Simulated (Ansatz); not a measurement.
Input for Ansatz (development build ahead of 0.2.0):

```yaml
crystal:
  periodic: [false, false, false]
  atoms:
    - { symbol: "N", position_ang: [0.0, 0.0, -1.28981] }
    - { symbol: "N", position_ang: [0.0, 0.0, -0.07375] }
    - { symbol: O, position_ang: [0.0, 0.0, 1.19312] }
basis:
  gaussian: { orbitals: cc-pVTZ }
hamiltonian:
  xc: hf
```

The input is written out in the form of the current development build from the run's settings.

Output:

```yaml
Converged: yes
Total_energy: -183.69918 hartree
Spin_squared_of_the_determinant: 0.000
```

Caution: in another basis set an unrestricted determinant lies well below.
